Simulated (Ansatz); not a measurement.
System: C2H5S, net charge 0, doublet state. It need not be the lowest isomer of its formula. SMILES: C[CH]S
Coordinates optimised at B3LYP-D3(BJ)/def2-TZVP (Ansatz, an electronic-structure program):
```xyz
8

C      1.5338     0.7218    -0.0560
C      0.0541     0.7144    -0.2059
S     -0.8025    -0.7472     0.1583
H     -2.0411    -0.3097    -0.1192
H     -0.4490     1.4656    -0.7967
H      1.9039     1.7455     0.0258
H      1.8495     0.1784     0.8388
H      2.0484     0.2585    -0.9100
```
Charge 0, spin multiplicity 2.

Wanted: atomisation energy (electronic, to ground-state atoms), in kcal/mol. Valence correlation only, unless marked. UHF or UKS for open shells. No spin-orbit coupling. Non-relativistic. The coupled-cluster limit lacks core correlation, which all-electron functionals hold. CBS(X,Y): correlation extrapolated as X^-3; Hartree-Fock from the larger set. [CCSD(T)-MP2]/basis is that difference in the basis named.

```json
[
 {"level": "PBE/def2-TZVPD", "program": "Ansatz", "atomisation energy (kcal/mol)": "681.7"},
 {"level": "B3LYP-D3(BJ)/def2-TZVPD", "program": "Ansatz + dftd3", "atomisation energy (kcal/mol)": "671.5"},
 {"level": "PBE0/STO-3G", "program": "Ansatz", "atomisation energy (kcal/mol)": "805.6"},
 {"level": "PBE0-D3(BJ)/def2-TZVPD", "program": "Ansatz + dftd3", "atomisation energy (kcal/mol)": "675.5"},
 {"level": "CAM-B3LYP-D4/def2-TZVPD", "program": "Ansatz + dftd4", "atomisation energy (kcal/mol)": "671.5"},
 {"level": "B2PLYP/def2-TZVPD", "program": "Ansatz", "atomisation energy (kcal/mol)": "659.6"},
 {"level": "MP2/cc-pV(T+d)Z", "program": "Ansatz", "atomisation energy (kcal/mol)": "654.2"},
 {"level": "SCS-MP2/cc-pV(T+d)Z", "program": "Ansatz", "atomisation energy (kcal/mol)": "653.0"},
 {"level": "CCSD(T)/cc-pV(T+d)Z", "program": "Ansatz", "atomisation energy (kcal/mol)": "650.8"},
 {"level": "RI-MP2/CBS(cc-pV(T+d)Z,cc-pV(Q+d)Z)+[CCSD(T)-MP2]/cc-pV(T+d)Z", "program": "Ansatz", "atomisation energy (kcal/mol)": "667.9"}
]
```
